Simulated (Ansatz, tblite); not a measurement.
# Ladder of methods for the band gap of wurtzite CdS

Reference value: 2.64 eV (measured, zero-point renormalisation of 0.068 eV removed from the gap extrapolated to 0 K (as printed); as tabulated in X. Ren, F. Merz, H. Jiang et al., All-electron periodic G0W0 implementation …).

```
level (code)              value (eV)  cell (Å³/atom)  error (eV)
---------------------  -------------  --------------  ----------
GFN2-xTB (tblite)               0.10           27.71       -2.54
LDA+SOC (Ansatz)       0.93 (direct)           24.81       -1.71
BLYP (Ansatz)                   1.18           24.81       -1.46
PBE-D4 (Ansatz)                 1.20           25.08       -1.44
r²SCAN+SOC (Ansatz)    1.68 (direct)           24.81       -0.96
r²SCAN0 (Ansatz)                3.17           24.81       +0.53
Hartree–Fock (Ansatz)           8.60           24.81       +5.96
```

Leaving aside GFN2-xTB (doubt noted below): Closest of the ranked levels: r²SCAN0 (+0.53 eV). Among them Hartree–Fock (+5.96 eV) misses by most. No level tried lands within 0.3 eV.

Density-functional gaps are differences of (generalised) Kohn–Sham levels of a static lattice; semilocal ones lie below quasiparticle gaps as a rule. Measured gaps hold zero-point and thermal shifts unless a correction is named. Spin–orbit coupling is included only where a level's name says +SOC; with heavier elements it mostly lowers gaps and can invert bands.  GFN2-xTB, PBE-D4, r²SCAN0, Hartree–Fock: the gap is read on the k mesh or supercell of the run alone and can be too large. GFN2-xTB: the method was fitted mainly to molecules. Values are at the measured cell (atoms relaxed with PBEsol); GFN2-xTB at the level's own equilibrium cell; PBE-D4 at the level's own relaxed cell. Cutoffs and k meshes differ between the levels. Ansatz's density-functional and Hartree–Fock values are scalar-relativistic unless marked +SOC, with PAW data made under PBE.

Differences are worked out from the printed values.

Ansatz is a first-principles code.
